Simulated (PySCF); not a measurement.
# BO+: bond curves at several levels of theory

An exercise on one series of results from a longer session: the logs are not shown, and one member is left open.

Computed with PySCF 2.14.0. Level: B def2-SVPD, O def2-SVPD, no relativity.

The first run:

The job is set up so:

```json
{
  "atoms": "B, O",
  "charge": "1",
  "basis": "B def2-SVPD, O def2-SVPD",
  "Hamiltonian": "no relativity",
  "basis functions": "43",
  "electrons treated": "12",
  "masses in u": "11.0093, 15.9949",
  "levels": "PBE0, PBE, r²SCAN, revPBE, BHandHLYP, PW91, ωB97X, HF, MP2, SCS-MP2, CCSD, CCSD(T)",
  "grid": "80 radial by 434 angular points",
  "occupations": "held fixed by the projection of orbital angular momentum",
  "dissociation limit": "B+ + O, each in its ground configuration",
  "starting distance in angstrom": "1.515",
  "values of 2S to try": "0, 2"
}
```

Command:

```
OMP_NUM_THREADS=1 python dia.py task.json out
```

Among the steps run: Input; The PBE0 curve of the state that the search chose; Excited determinants; PBE (GGA); r²SCAN; revPBE (GGA); BHandHLYP (global hybrid GGA); PW91 (GGA); ωB97X (range-separated hybrid); RHF (mean field); MP2 and coupled cluster.

One table of the session follows, with a row left open; its other results are not shown here.

It belongs to the step «The curves together». Energy (eV) from each level's lowest point:

| R (Å) | RHF | RHF-MP2 | RHF-SCS-MP2 | RHF-CCSD | RHF-CCSD(T) |
| --- | --- | --- | --- | --- | --- |
| 1.022 | 1.445 | 2.392 | 2.325 | n/a | n/a |
| 1.069 | 0.529 | 1.227 | 1.172 | 1.021 | 1.178 |
| 1.117 | 0.090 | 0.517 | 0.476 | 0.362 | 0.474 |
| 1.152 | 0.000 | 0.209 | 0.181 | 0.102 | 0.175 |
| 1.188 | 0.068 | 0.049 | 0.034 | 0.000 | 0.028 |
| 1.224 | ? | ? | ? | ? | ? |
| 1.271 | 0.655 | 0.064 | 0.086 | 0.199 | 0.102 |
| 1.331 | 1.295 | 0.294 | 0.342 | 0.584 | 0.388 |
| 1.402 | 2.141 | 0.779 | 0.845 | 1.174 | 0.881 |
| 1.497 | 3.144 | 2.095 | 2.100 | n/a | n/a |

Estimate the missing values for R (Å) = 1.224.

Worked estimate for «RHF». A straight line through the neighbours (1.188, 0.068) and (1.271, 0.655) gives 0.068 + (0.655 − 0.068) × (1.224 − 1.188) / (1.271 − 1.188) = 0.323; a parabola fitted to 4 rows on both sides gives 0.276.

The run gave: RHF: 0.259; RHF-MP2: 0.000; RHF-SCS-MP2: 0.000; RHF-CCSD: 0.022; RHF-CCSD(T): 0.000. In «RHF» the line misses by +0.064 and the parabola by +0.017.
